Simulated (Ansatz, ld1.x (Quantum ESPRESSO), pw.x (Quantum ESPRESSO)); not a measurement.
**silicon (Si): does the TM potential hold in the solid?**

```json
{
  "Element": "Si (Z = 14)",
  "Generator": "ld1.x (Quantum ESPRESSO) 7.5",
  "Type": "norm-conserving Troullier–Martins (Kleinman–Bylander form)",
  "Functional": "LDA (PW92)",
  "Relativity": "scalar-relativistic",
  "Frozen core": "[Ne]",
  "Valence charge": "4",
  "Reference configuration": "3s2 3p1 (charge +1)",
  "Partial waves": "3p (bound): rc 2.05 bohr; 3d channel at 0.35 Ry: rc 1.70 bohr; 3s (bound): rc 1.55 bohr",
  "Local potential": "the s channel",
  "Core correction": "none"
}
```

Atomic tests: cutoffs needed: 18 Ry and 40 Ry (the cutoffs (Ry, on a coarse ladder) from which the occupation-weighted sum of valence levels, in a spherical-Bessel basis at the reference potential, stays within 10 and 1 mRy of its value at 400 Ry); ghost test: no extra level below or beside the all-electron valence levels (p, d, s, f tested) (spherical-Bessel basis up to 400 Ry, 20 bohr box); largest excitation error: +187 meV (all-electron minus pseudo) for 3s1 3p0, out of 7 test configurations.

Crystal test: sc Si in pw.x 7.5, no spin, 13³ k-points, Fermi–Dirac smearing 0.01 Ry, cutoffs 50/200 Ry. The reference is all-electron LAPW (Ansatz 0.2.0) with the same functional, mesh and smearing; V0 and B0 come from Birch–Murnaghan fits to the pressures at five volumes. Errors are pseudo minus all-electron; Δ is the rms difference of the E(V) curves that follow from these fits, minima aligned, over ±6 % about the mean V0. Mesh and smearing are coarse, so the numbers serve the comparison and aren't converged zero-temperature values; the lattice is a test structure that the element need not adopt.

All-electron: a0 = 2.505 Å (V0 = 15.72 Å³/atom), B0 = 108.0 GPa.

Question: How far does the potential miss the all-electron equation of state?

Answer: mean pressure error (GPa): -1.13; a0 (Å): 2.496; a0 error (%): -0.35; B0 error (%): +0.4; Δ (meV/atom): 3.9.

| V (Å³/atom) | P all-electron (GPa) | P pseudo (GPa) |
| --- | --- | --- |
| 14.919 | 6.32 | 4.95 |
| 15.311 | 3.01 | 1.78 |
| 15.704 | 0.11 | -1.01 |
| 16.097 | -2.43 | -3.45 |
| 16.489 | -4.66 | -5.58 |

Question: At the middle volume, how do free energy and pressure move when the wave cutoff is lowered (ecutrho kept at four times it)?

Answer:

```
cutoff (Ry)  shift of F (meV/atom)  shift of P (GPa)
         22                 +107.3             -0.30
         30                  +41.2             -1.15
         40                   +4.7             -0.32
```

The run at the middle volume (84 k-points, 6 iterations) took about 4.2 s on one core of a shared host (Neoverse-V2, 96 threads, 742 GiB, load 72).
